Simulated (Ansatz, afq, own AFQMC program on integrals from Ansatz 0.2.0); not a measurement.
Integrals from Ansatz 0.2.0, then the random walk in our own AFQMC program (afq).

```yaml
crystal:
  periodic: [false, false, false]
  atoms:
    - {symbol: N, position_ang: [0.000000, 0.000000, 0.000000]}
    - {symbol: N, position_ang: [0.000000, 0.000000, 1.266308]}
basis:
  gaussian: {orbitals: 6-31G}
magnetization: {spin_polarized: false, initial_magnetization: 2}
correlation: {method: ccsd_t, electrons: outside_noble_gas, hamiltonian_folder: ham}
```

```sh
$ ansatz run in.yaml --threads 1 --pin off --events-out ev --progress --plain --max-ram 24576MiB --backend cuda --devices 0, --max-vram 18GiB
```

Options of the walk:

```
--method phaseless --trial hf --walkers 4000 --populations 20 --least-time 40 --time-step 0.005 --steps-per-block 20 --equilibration-blocks 112 --max-blocks 4000 --target-error 0.0009500 --factor-cut 1e-05 --start spin_pure --seed 9556 --taylor-order 6
```

Times are imaginary, in 1/Eh. The walk had a cap of 49 s. With eight or more populations the least sampling time is a fifth of least-time, and the error comes from their spread.

afq prints:

```
orbitals 16  electrons 6 4  factors 95 of 269
reference energy -108.68182347 Eh
CCSD correlation -0.19415981 Eh in 14 cycles, weight of the determinant in the CISD state 0.7876
energy of the start -108.681828 Eh
 block  time / (1/Eh)  mean weight  energy / Eh
     1     0.100  1.0007  -108.721658
     2     0.200  1.0015  -108.752742
     3     0.300  1.0011  -108.774011
     4     0.400  1.0011  -108.793217
     5     0.500  1.0009  -108.805138
     7     0.700  1.0007  -108.827814
     9     0.900  1.0002  -108.836158
    15     1.500  1.0000  -108.858002
    29     2.900  1.0000  -108.867459
    36     3.600  0.9997  -108.860234
    43     4.300  0.9999  -108.867420
    57     5.700  1.0002  -108.873669
    71     7.100  0.9996  -108.875511
    85     8.500  1.0000  -108.866054
    99     9.900  1.0002  -108.872586
   113    11.300  1.0001  -108.880170
   127    12.700  0.9999  -108.873620
   141    14.100  1.0003  -108.871801
   155    15.500  1.0000  -108.872769
   169    16.900  0.9998  -108.869846
   183    18.300  1.0003  -108.869696
   197    19.700  1.0000  -108.882825
   211    21.100  1.0002  -108.884998
   225    22.500  1.0003  -108.869124
   239    23.900  1.0001  -108.875566
   253    25.300  1.0001  -108.869288
   267    26.700  0.9995  -108.866498
   281    28.100  0.9998  -108.872995
   295    29.500  0.9999  -108.880940
   309    30.900  0.9995  -108.872767
error from the spread of 20 populations
energy -108.873467 +/- 0.000937 Eh
(rows thinned)
```

The run passed its tests (sampling time, drift between the halves within three errors, error under three times the target), which doesn't prove that it has relaxed. The second half of the sampling lies above the first by 2.9 errors of their difference, so the energy may still be moving and its error bar be too small.

Against this walk (error 25.5 meV) on the same determinant: CCSD(T) 406.4 meV lower, CCSDT(Q) 738.5 meV lower, CCSDTQ 696.4 meV lower, full CI 699.0 meV lower. The error is statistical and leaves out the bias of the constraint. Full CI is exact here, so the walk's 699 meV above it is the walk's own error: the bias of the constraint with this trial, or a walk that hasn't relaxed. It lies above even CCSD, by 68 meV. The determinant is a poor start (see the cautions), so the low cluster orders aren't to be relied on, and full CI is the sure value.

Cautions: constraint bias not in the error; lower spins were not checked; a spin-contaminated unrestricted determinant lies lower (UHF 185 meV lower, ⟨S²⟩ 2.30); strong correlation (T1 0.016, weight of the determinant 0.79, largest double 0.38); (T) is large, 6 % of the CCSD correlation; CCSD(T) is in doubt: in a space of 10 electrons in 9 natural orbitals full CI lies 108 meV below it; the CCSDT(Q) amplitudes may be one of several solutions (largest double 0.95); the CCSDTQ amplitudes may be one of several solutions (largest double 0.98); the determinant fills πx and πy unequally, so it mixes two states of the linear molecule, and each level undoes that mixture to a different degree, while full CI gives the lower state.

The walk took 25 s on 1 × NVIDIA H100 80GB HBM3 with 2 threads of AMD EPYC 7R13 Processor (Zen 3) (shared host) (the card was shared). The log's last line is the phaseless energy.

CCSDT and higher add their correlation energy to the determinant of the CCSD(T) run, since their own runs factorise the integrals more tightly (a shift of under 2 meV).
